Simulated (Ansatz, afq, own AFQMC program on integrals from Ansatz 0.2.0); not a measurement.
## AlPH, doublet: AFQMC among the cluster methods

```yaml
atoms:
  - { symbol: Al, position_ang: [0.0000, 0.0000, 0.1876] }
  - { symbol: P, position_ang: [0.0000, 0.0000, -1.9566] }
  - { symbol: H, position_ang: [0.0000, 0.0000, 1.7690] }
```

Connectivity, by distances: AlH–P.

Basis 6-31G. Only valence electrons are correlated. Ansatz 0.2.0 and our own AFQMC program on the same integrals; the CISD trial comes from CCSD amplitudes, and released means the phaseless constraint is let go. Error bars are statistical, one sigma.

Determinant: ROHF, the one that the program's search chose, which needn't be the lowest solution. The geometry is a point of a scan.

Full CI on the same integrals is exact in this basis and with this determinant's frozen core.

Cautions: the released energies have errors that jump between times, so the bars are unsure, so no released level is given (meV from the phaseless value at times in 1/Eh: 9 ± 13 at 0.24, -3 ± 3 at 0.51, -5 ± 4 at 0.99, -6.3 ± 2.4 at 1.62, -9.0 ± 2.3 at 2.40), though the last usable value meets full CI within the noise; the ph-AFQMC/HF walk drifts between its halves (2.6 errors).

```
T1 diagnostic                               : 0.0366
weight of the determinant in the CISD state : 0.886
size of the correlated space                : 9 electrons in 18 orbitals
```

Reference: full CI, correlation energy -2.779 eV.

```tsv
level	E − E(reference) (kJ/mol)	share of correlation (%)
HF	268.2	0.00
MP2	64.6	75.92
CCSD	13.3	95.06
CCSD(T)	3.4	98.73
CCSDT	0.4	99.86
CCSDT(Q)	0.2	99.94
CCSDTQ	0.0	100.01
ph-AFQMC/HF	-0.6 ± 2.1	100.23
ph-AFQMC/CISD	1.2 ± 0.4	99.56
```

CCSDT and higher add their correlation energy to the determinant of the CCSD(T) run, since their own runs factorise the integrals more tightly (a shift of under 2 meV). A walk keeps the symmetry of its determinant, which the program's search chose and which needn't be the lowest solution, so a lower state of the same spin and another symmetry isn't excluded.
